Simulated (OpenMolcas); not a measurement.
# C5H10 (cyclopentane): X3LYP/def2-SVPD (RICD fitting)

What is the vertical electron affinity of C5H10 (cyclopentane) at X3LYP/def2-SVPD (RICD fitting)? 

The results are computed with OpenMolcas 26.06.

### Step 1. The system as given

The species is C5H10 (15 atoms), meant as a singlet with charge 0. As SMILES, `C1CCCC1`. Geometry: relaxed at GFN2-xTB. This is one conformer, not always the lowest.

Bond lengths: C1–C2 1.525 Å, C2–C3 1.529 Å, C3–C4 1.539 Å, C1–C5 1.528 Å, C4–C5 1.538 Å, C1–H6 1.089 Å, C1–H7 1.091 Å, C2–H8 1.091 Å, C2–H9 1.089 Å, C3–H10 1.091 Å, C3–H11 1.089 Å, C4–H12 1.090 Å, C4–H13 1.090 Å, C5–H14 1.089 Å, C5–H15 1.091 Å. Some angles: C1–C2–C3 103.0°, C2–C1–C5 103.0°, C2–C3–C4 105.2°, C3–C4–C5 106.1°, C1–C5–C4 105.1°, C1–C2–H8 109.7°, C1–C2–H9 112.9°, C3–C2–H8 110.2°, C3–C2–H9 112.5°, C2–C1–H6 112.9°.

### Step 2. The energy at X3LYP/def2-SVPD (RICD fitting)

job.inp

```
* C5H10 Kohn-Sham DFT
>>> EXPORT MOLCAS_PRINT=2
&GATEWAY
BasLib = $CurrDir
Coord
15
angstrom
C       -0.794840       0.948590       0.313900
C       -0.271390      -0.144680       1.239700
C        0.989140      -0.628160       0.522730
C        0.672860      -0.502790      -0.978590
C       -0.611610       0.338460      -1.075390
H       -1.830860       1.216590       0.518050
H       -0.180140       1.844600       0.416410
H       -1.001690      -0.952930       1.304180
H       -0.065660       0.215720       2.246890
H        1.827500       0.019500       0.783660
H        1.254830      -1.646750       0.802150
H        0.525230      -1.483000      -1.431220
H        1.496630      -0.020800      -1.504300
H       -0.546570       1.098950      -1.852580
H       -1.463450      -0.303280      -1.305600
Basis = def2-SVPD
Group = NoSym
RICD
&SEWARD
GridInput
Grid=SG1Grid
End of Grid
&SCF
KSDFT = HYB_GGA_XC_X3LYP
PrOrbitals = 0
```

The basis set def2-SVPD is read from a file made from the Basis Set Exchange's data (not shown).

On the command line:

```
$ export MOLCAS_MEM=1860
$ pymolcas job.inp > job.log
```

Log:

```text
--- Start Module: gateway ---
[...]
--- Stop Module: gateway /rc=_RC_ALL_IS_WELL_ ---
--- Start Module: seward ---
[...]
      Basis functions          180
--- Stop Module: seward /rc=_RC_ALL_IS_WELL_ ---
[...]
--- Start Module: scf ---
[...]
       Convergence after   9 Iterations
[...]
::    Total KS-DFT energy                            -196.3163284913
[...]
      Total spin, S                                     0.0000000000
[...]
      Total electronic charge=   40.000000
      Total            charge=   -0.000000
[...]
      Dipole Moment (debye):
      Origin of the operator (angstrom)=   -0.0025    0.0018    0.0035
                   X= -1.2334E-02               Y=  9.6737E-03               Z=  1.8369E-02           Total=  2.4148E-02
      Quadrupole Moment (debye*angstrom):
[...]
--- Stop Module: scf /rc=_RC_ALL_IS_WELL_ ---
[...]
```

Wall time 17 s (1 thread of AMD EPYC 7R43 (Zen 3), shared host); peak memory 0.14 GiB.

### Step 3. The doublet anion

job.inp

```
* C5H10 Kohn-Sham DFT
>>> EXPORT MOLCAS_PRINT=2

&GATEWAY
  BASLIB=$CurrDir
  COORD
  15
  angstrom
  C       -0.794840       0.948590       0.313900
  C       -0.271390      -0.144680       1.239700
  C        0.989140      -0.628160       0.522730
  C        0.672860      -0.502790      -0.978590
  C       -0.611610       0.338460      -1.075390
  H       -1.830860       1.216590       0.518050
  H       -0.180140       1.844600       0.416410
  H       -1.001690      -0.952930       1.304180
  H       -0.065660       0.215720       2.246890
  H        1.827500       0.019500       0.783660
  H        1.254830      -1.646750       0.802150
  H        0.525230      -1.483000      -1.431220
  H        1.496630      -0.020800      -1.504300
  H       -0.546570       1.098950      -1.852580
  H       -1.463450      -0.303280      -1.305600
  BASIS=def2-SVPD
  GROUP=NoSym
  RICD

&SEWARD
  GRIDINPUT
  Grid=SG1Grid
  End of Grid

&SCF
  UHF
  CHARGE=-1
  SPIN=2
  KSDFT=HYB_GGA_XC_X3LYP
  PRORBITALS=0
```

The basis set def2-SVPD is read from a file made from the Basis Set Exchange's data (not shown).

On the command line:

```
$ export MOLCAS_MEM=1860
$ pymolcas job.inp > job.log
```

Log:

```text
--- Start Module: gateway ---
[...]
--- Stop Module: gateway /rc=_RC_ALL_IS_WELL_ ---
--- Start Module: seward ---
[...]
      Basis functions          180
--- Stop Module: seward /rc=_RC_ALL_IS_WELL_ ---
[...]
--- Start Module: scf ---
[...]
       Convergence after  16 Iterations
[...]
::    Total KS-DFT energy                            -196.2491039264
[...]
      Total spin, S                                     0.5000929249
[...]
      Total electronic charge=   41.000000
      Total            charge=   -1.000000
[...]
      Dipole Moment (debye):
      Origin of the operator (angstrom)=   -0.0025    0.0018    0.0035
                   X=  1.4107E-01               Y= -1.3474E-01               Z= -1.7296E-01           Total=  2.6071E-01
      Center of Charge (angstrom)
[...]
--- Stop Module: scf /rc=_RC_ALL_IS_WELL_ ---
[...]
```

Wall time 50 s (1 thread of AMD EPYC 7R43 (Zen 3), shared host); peak memory 0.15 GiB.

### Step 4. What came out

At X3LYP/def2-SVPD (RICD fitting):

```
                                         quantity          value
                      singlet C5H10: total energy  -196.31633 Eh
                     singlet C5H10: dipole moment         0.02 D
                       singlet C5H10: HOMO energy       -8.63 eV
                       singlet C5H10: LUMO energy        0.46 eV
                     singlet C5H10: HOMO–LUMO gap        9.09 eV
                      doublet anion: total energy  -196.24910 Eh
doublet anion: HOMO energy (highest over α and β)        3.14 eV
 doublet anion: LUMO energy (lowest over α and β)        4.07 eV
                              doublet anion: ⟨S²⟩          0.750
vertical electron affinity (to the doublet anion)      -1.829 eV
```

What this shows: The anion lies 1.83 eV (42 kcal/mol) above the neutral: the electron isn't bound at this level, and such a value depends on the basis. Mulliken charges (singlet C5H10) run from -0.43 on H14 to +0.44 on C4; in a basis this large or diffuse they mean little. Mulliken charges (doublet anion) run from -0.30 on C1 to +0.30 on H8; in a basis this large or diffuse they mean little. The HOMO (doublet anion) lies at positive energy, 3.14 eV; only total energies tell whether the electron is bound.
